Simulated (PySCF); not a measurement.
Saddle point of SiNH5, singlet (SiNH₅ ([NH2][SiH3]) → SiNH₃ ([NH][SiH2]) + H₂; bonds formed: H2–H4; bonds broken: Si1–H2, N3–H4), PBE0-D4/def2-TZVP structure:

Si1  (-0.548, -0.099, -0.062)
H2  (0.505, -0.555, 1.292)
N3  (0.584, 0.922, -0.633)
H4  (0.928, 0.002, 0.666)
H5  (-1.677, 0.403, 0.760)
H6  (-0.862, -1.486, -0.515)
H7  (1.071, 0.811, -1.509)
(Å)

Energies are electronic, without zero-point energy. Barriers and step energies count from the start structure reached by relaxing down the imaginary mode; all methods use the PBE0-D4 structures, on which another method's saddle can fall below an end. Computed with PySCF 2.14 with density fitting (its default auxiliary sets; JK sets also for MP2 and CCSD(T)) (basis: def2-TZVPP, with def2-QZVPP for the basis limit); correlated methods freeze the cores. B3LYP uses VWN-RPA correlation. Extrapolation: Hartree–Fock as exp(−7.88 √X), correlation as X^−2.97.

| method | barrier (kcal/mol) | step energy (kcal/mol) |
| --- | --- | --- |
| SPW92 | 74.01 | 59.43 |
| PBE-D4 | 75.76 | 52.94 |
| r2SCAN-D4 | 79.63 | 56.35 |
| PBE0-D4 | 81.80 | 59.22 |
| B3LYP-D4 | ? | 54.97 |
| BHLYP-D4 | ? | 61.70 |
| wB97M-V | 84.13 | 57.67 |
| HF | ? | 65.70 |
| MP2 | 83.43 | 55.63 |
| CCSD | 87.72 | 58.59 |
| CCSD(T) | 85.05 | 56.10 |

(1) Fill in the withheld barriers. (To be estimated.)

No T1 diagnostic of these runs exceeds 0.020. The restricted Hartree–Fock reference is unstable towards an unrestricted one at one or more of these structures.

Results:

(1) Computed: HF 98.98; BHLYP-D4 89.16; B3LYP-D4 82.37 kcal/mol. Each is the energy of the saddle less that of the start structure, by the same method.

For comparison, the barrier by CCSD(T) at an estimated basis limit (MP2 extrapolated from triple and quadruple zeta, plus CCSD(T) − MP2 in triple zeta) is 83.54 kcal/mol.

Labels in which every atom is bracketed show which atoms are joined, not bond orders.

For scale, one of the runs: CCSD(T)/def2-TZVPP, 143 basis functions, launched by `OMP_NUM_THREADS=4 python run.py`. Hardware: 4 CPU threads of an Arm Neoverse N1, shared host. Wall time 77 s; peak host memory 0.69 GiB.
